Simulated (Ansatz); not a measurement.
## CF+ (SMILES [C+]F): the energy to break a bond

CF+: 2 atoms, total charge +1, spin state singlet. As SMILES, `[C+]F`. Geometry: optimised at PBE0/def2-SVP.

```
atom    x (Å)    y (Å)    z (Å)
   C   0.4925  -0.1609   0.2533
   F  -0.4925   0.1609  -0.2533
```

Wanted: the dissociation energy of the F2–C1 bond into singlet F+ and triplet C (shapes relaxed at PBE0/def2-SVP, no zero-point term). 1 Eh = 2625.50 kJ/mol = 27.2114 eV. Totals in Eh; open shells run unrestricted unless said.

| level | program | CF+ | singlet F+ | triplet C |
| --- | --- | --- | --- | --- |
| HF/def2-TZVPP | Ansatz | -136.907014 | -98.674766 | -37.692478 |
| SVWN5/def2-TZVPP | Ansatz | -136.501451 | -98.312753 | -37.467389 |
| wB97M-V/def2-TZVPP | Ansatz | -137.473799 | -98.979716 | -37.846388 |

Question: Work out the dissociation energy at each level.

Answer: 
1. HF/def2-TZVPP: (-98.674766) + (-37.692478) − (-136.907014) = 0.539770 Eh = 1417.2 kJ/mol = 14.69 eV.
2. SVWN5/def2-TZVPP: (-98.312753) + (-37.467389) − (-136.501451) = 0.721309 Eh = 1893.8 kJ/mol = 19.63 eV.
3. wB97M-V/def2-TZVPP: (-98.979716) + (-37.846388) − (-137.473799) = 0.647695 Eh = 1700.5 kJ/mol = 17.62 eV.

The levels span 1417 to 1894 kJ/mol; no measured value is set beside them. Hartree–Fock lacks the correlation of the electrons that are unpaired, so it comes out low. A bond enthalpy at 298 K also holds the loss of zero-point energy and thermal terms.
